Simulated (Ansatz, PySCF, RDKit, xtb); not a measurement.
# Which structure has the formula B2NH3?

Given the formula B2NH3 and nothing else, which arrangement of the atoms is the most stable in the gas at 298.15 K, and what are its properties?

Plan: many cheap relaxations first (GFN2-xTB), then density-functional screening, relaxation at r2SCAN-D4/def2-SVP, vibrations and a final energy. The numbers are computed, not measured.

9 further runs of the same task are left out: 9 set aside as unsound or not needed.

**1. Drawing up candidates**

A program enumerates the bonding patterns with one Lewis structure each (two rings at most, one unusual centre or charged pair), with their diastereomers. O–O, O–halogen and N–halogen bonds and N–N–N chains are not drawn. That gives 12 candidates.

```
label           SMILES     spin
 c038            [B]NB  singlet
 c042             BB=N  singlet
 c071     [BH+][BH-]=N  singlet
 c185      [B+]=[BH-]N  singlet
 c241     B#[B-][NH3+]  singlet
 c335  B1=[BH-][NH2+]1  singlet
 c468            B1BN1  singlet
 c506             B=BN  singlet
 c577             B=NB  singlet
 c719     B#[N+][BH3-]  singlet
 c766  B1=[NH+][BH2-]1  singlet
 c980            [B]NB  triplet
```

Candidates are built by distance geometry, with a force field where one applies, in up to four conformers (letters a to d). 10 starts with atoms placed at random are added, to find patterns that the rules miss.

**Question.** With final energies at CCSD(T)/def2-TZVPP, which structure will this search put lowest in free energy, and by what margin?

| quantity | value |
| --- | --- |
| lowest structure found | B=NB, singlet, C2v |
| next finalist | B1BN1, singlet, 17.7 kcal/mol higher in G |
| share at equilibrium, among the finalists | 100.0 % |
| harmonic wavenumbers, lowest and highest (r2SCAN-D4/def2-SVP) | 245 and 2871 cm⁻¹ |
| rotational constants, same geometry | 7.583, 0.3227, 0.3095 cm⁻¹ |
| dipole moment (PBE0/def2-TZVPD) | 1.82 D |
| HOMO energy (PBE0/def2-TZVPD) | -7.76 eV |
| LUMO energy (PBE0/def2-TZVPD) | -1.64 eV |
| HOMO–LUMO gap (PBE0/def2-TZVPD) | 6.12 eV |
| lowest excitation (TD-CAM-B3LYP/def2-SVPD) | 4.37 eV (f = 0.000) |
| strongest of the states computed, same level | 7.93 eV (f = 0.786) |
| lowest triplet excitation, same level, Tamm-Dancoff | 4.07 eV |
| vertical ionisation energy | 10.11 eV |
| vertical electron affinity | -0.16 eV (unbound: the value depends on the basis) |
| vertical triplet less singlet | +3.92 eV |

The lowest structure found is `B=NB`. Among the finalists first place is clear (17.7 kcal/mol); structures outside the list aren't covered. GFN2-xTB, HF/STO-3G, r2SCAN-D4/def2-SVP, r2SCAN-D4/def2-SVP, relaxed, HF/def2-TZVPP and MP2/def2-TZVPP already put its bonding pattern lowest among the structures in one piece. The search is not exhaustive (a finite list of starts, one conformer a finalist), so a lower isomer can't be ruled out. Patterns outside the rules of the enumeration were met only by chance. The lowest isomer need not be the one that is made and kept in a bottle, which depends on barriers.
